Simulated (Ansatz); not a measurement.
C3H6FN can be A, `CC(=N)CF`, or B, `NC1(F)CC1`.

Computed with Ansatz on PBE0-D4/def2-TZVP structures; ΔE is electronic, products minus reactants. CCSD(T)/CBS is the MP2 limit (def2-TZVPP, def2-QZVPP) plus CCSD(T) − MP2 in def2-TZVPP, frozen cores. Functionals use def2-TZVPP. Each species was taken in one conformer, which may not be the lowest.

(1) Which is lower in electronic energy at CCSD(T)/CBS, and by how much? (Best estimate.)

(2) Give E(B) − E(A) in kJ/mol with CCSD(T)/def2-TZVPP, HF/def2-TZVPP, PBE-D4, r2SCAN-D4, MP2/def2-TZVPP, PBE0-D4, ωB97M-V. (Estimate.)

Largest T1 diagnostic: 0.012.

## Answers

(1) Computed: A, by 37.2 kJ/mol.

(2) The calculation gave: CCSD(T)/def2-TZVPP 38.7, HF/def2-TZVPP 49.0, PBE-D4 27.5, r2SCAN-D4 28.4, MP2/def2-TZVPP 28.0, PBE0-D4 20.0, ωB97M-V 27.1. None reverses the order clearly.

In def2-TZVPP, CCSD(T) changes the Hartree–Fock value by −10.2 kJ/mol (the triples alone add +1.5 kJ/mol) and MP2 by −20.9 kJ/mol. From PBE to PBE0 (25 % exact exchange), in def2-TZVPP and without D4, E(B) − E(A) moves by −7.6 kJ/mol.
